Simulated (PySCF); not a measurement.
# Vertical excitation energies

Species: NH3O.
SMILES with atom numbers: `[NH3+:1][O-:2]` (hydrogens: H3, H4, H5 on N1)

Level of theory: PySCF, TDDFT CAM-B3LYP/aug-cc-pVTZ, vertical, gas phase, core orbitals frozen in the response. Geometry: PBE0-D3(BJ)/def2-TZVP; no solvent, vibrations or thermal averaging.

```
state  λ (nm)  E (eV)       f  |μ| (D)  symmetry  main configurations (H = HOMO, L = LUMO)
   S1   284.2    4.36  0.0026     0.39         E                            H-1/H→L (≥92%)
   S2   284.2    4.36  0.0026     0.39         E                            H-1/H→L (≥92%)
   S3   213.7    5.80  0.0026     0.34         E                      H-1/H→L+1/L+2 (≥88%)
   S4   213.7    5.80  0.0026     0.34         E                      H-1/H→L+1/L+2 (≥88%)
   S5   212.3    5.84  0.0001     0.06         –                      H-1/H→L+1/L+2 (≥89%)
   S6   212.0    5.85   0.069     1.76        A1                      H-1/H→L+1/L+2 (≥91%)
   S7   204.6    6.06   0.034     1.22         E                          H-1/H→L+3 (≥90%)
   S8   204.6    6.06   0.034     1.22         E                          H-1/H→L+3 (≥90%)
   S9   165.4    7.50  0.0019     0.26         –                          H-1/H→L+4 (≥85%)
  S10   165.4    7.50  0.0019     0.26         –                          H-1/H→L+4 (≥85%)
```

Triplets (Tamm–Dancoff): T1 4.25 eV, H-1/H→L (≥91%); T2 4.25 eV, H-1/H→L (≥91%); T3 5.71 eV, H-1/H→L+3 (≥80%), H-1/H→L+12 (≥12%); T4 5.71 eV, H-1/H→L+3 (≥80%), H-1/H→L+12 (≥12%).

The lowest singlet level (S1/S2) comes at 284 nm (421 kJ/mol) in the ultraviolet; it is weak. The largest oscillator strength of a single state is 0.069. S1/S2, S3/S4, S5/S6, S7/S8 and S9/S10 lie within about 0.01 eV of each other in each set; the point group C3v has degenerate representations, and within a degenerate level the listed configurations can mix freely. Löwdin shares by element: HOMO (one of a set within 0.03 eV) oxygen 78%, nitrogen 16%; LUMO hydrogen 84%, nitrogen 13%. Weighted by f, the mean energy of these states is 5.93 eV. Of the 10 states listed, 3 reach f = 0.01 and 1 stays under 0.0005. Orbital energies (eV): HOMO-3 -17.50, HOMO-2 -13.56, HOMO-1 -7.79, HOMO -7.79, LUMO -0.44, LUMO+1 0.65, LUMO+2 0.65. No computed singlet lies in the visible range (380 to 750 nm); the lowest, at 284 nm, stands 1.10 eV above its violet end (3.26 eV). Symmetry labels in C3v follow from the direction of the transition dipole and are given only for states with f of 0.002 or more. Orbitals of the list HOMO-3 to LUMO+2 that lie within 0.01 eV of each other are written together with a slash and their weights summed (≥ marks a lower bound); for degenerate orbitals outside that list single weights are arbitrary. Singlets were solved by full linear response, triplets in the Tamm–Dancoff approximation.
